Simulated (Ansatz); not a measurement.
CF, quartet: reading a ladder of total energies

Geometry: a PBE0/def2-TZVP stationary point for this spin. The doublet lies 3.4 eV lower here.

```xyz
2

C     0.0000    0.0000    0.0000
F     0.0000    0.0000    1.3159
```

Basis cc-pVDZ; Ansatz 0.2.0. Correlated methods freeze the noble-gas cores, which leaves 11 electrons in 26 orbitals. R marks a restricted (for open shells ROHF) determinant, U an unrestricted one.

Full CI isn't at hand for all of this; UCCSDTQ serves as the reference, and is uncertain by about the last step of the cluster series.

Runs differ by some tens of microhartree through their thresholds and, for an open shell, their frozen cores, so steps under 0.03 kcal/mol mean nothing.

| level | total energy (hartree) |
| --- | --- |
| UHF | -137.097225 |
| UMP2 | -137.334053 |
| UCCSD | -137.345328 |
| UCCSD(T) | -137.349794 |
| UCCSDT | -137.350297 |
| UCCSDT(Q) | -137.350777 |
| UCCSDTQ | -137.350710 |

What is the correlation energy at UCCSDTQ, and what share of it do UMP2 and UCCSD(T) recover?

E(corr) = -137.350710 − (-137.097225) = -0.253485 hartree = -6.898 eV. UMP2: -0.236828 / -0.253485 = 93.43 %. UCCSD(T): -0.252569 / -0.253485 = 99.64 %.

By how many kcal/mol does UCCSD(T) miss UCCSDTQ (1 hartree = 627.509 kcal/mol), and which steps make up the rest?

-137.349794 − (-137.350710) = 0.000916 hartree = 0.57 kcal/mol. Steps: UCCSDT − UCCSD(T) = -0.32, UCCSDT(Q) − UCCSDT = -0.30, UCCSDTQ − UCCSDT(Q) = 0.04 kcal/mol. That is within 1 kcal/mol of the reference in this basis, which itself misses far more of the correlation at the basis-set limit.
